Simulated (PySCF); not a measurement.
# Where the electron goes

Species: lithium hydroxide, HLiO.
Z-matrix (Å and degrees, PBE0-D3(BJ)/def2-TZVP geometry), rows numbered from 1:
```
Li
O   1  1.5711
H   2  0.9483  1  179.71
```

Method used: TDDFT CAM-B3LYP/aug-cc-pVTZ, vertical, gas phase, core orbitals frozen in the response (PySCF 2.14.0, density-fitted response routines). Geometry: PBE0-D3(BJ)/def2-TZVP; no solvent, vibrations or thermal averaging.

Frontier orbitals with the atoms that hold most of them (Löwdin shares over 4%, at most four atoms; ? is withheld):

| orbital | ε (eV) | atoms |
| --- | --- | --- |
| HOMO-3 | -25.54 | O2 55%, H3 32%, Li1 13% |
| HOMO-2 | -12.30 | O2 80%, H3 15%, Li1 4% |
| HOMO-1 | -7.91 | O2 78%, H3 12%, Li1 10% |
| HOMO | -7.91 | O2 78%, H3 12%, Li1 10% |
| LUMO | -0.59 | ? |
| LUMO+1 | 0.38 | Li1 99% |
| LUMO+2 | 0.38 | Li1 99% |

(1) Which atoms hold the LUMO, and with what shares?

Answers

(1) Li1 (bonded to O) 90%; H3 (bonded to O) 6%.

Within 0.005 eV of a neighbour in this list lie HOMO-1/HOMO and LUMO+1/LUMO+2 (point group found: C∞v).

Q: How does S1 compare with the orbital gap of 7.32 eV?

A: S1 is at 4.42 eV (f = 0.032), 2.90 eV below the gap, made of HOMO-1/HOMO→LUMO (≥88%). S1/S2 lie within about 0.01 eV of each other. Without the coupling terms of the response equations the lowest excitation would equal the gap.

Next come S2 at 4.42 eV (f 0.032), HOMO-1/HOMO→LUMO (≥88%); S3 at 6.01 eV (f 0.036), HOMO-1/HOMO→LUMO+7 (≥36%), HOMO-1/HOMO→LUMO+4 (≥36%), HOMO-1/HOMO→LUMO+3 (≥16%); S4 at 6.01 eV (f 0.036), HOMO-1/HOMO→LUMO+7 (≥36%), HOMO-1/HOMO→LUMO+4 (≥35%), HOMO-1/HOMO→LUMO+3 (≥16%); S5 at 6.07 eV (f 0.0000), HOMO-1/HOMO→LUMO+6 (≥16%), HOMO-1/HOMO→LUMO+5 (≥16%), HOMO-1/HOMO→LUMO+1/LUMO+2 (≥15%).

Orbitals of the list HOMO-3 to LUMO+2 that lie within 0.01 eV of each other are written together with a slash and their weights summed (≥ marks a lower bound); for degenerate orbitals outside that list single weights are arbitrary.

The run took 1.4 s wall on an Intel Xeon 6975P-C with one thread, shared host with 192 logical CPUs at a one-minute load of 28, and the process peaked at 0.35 GiB of memory.
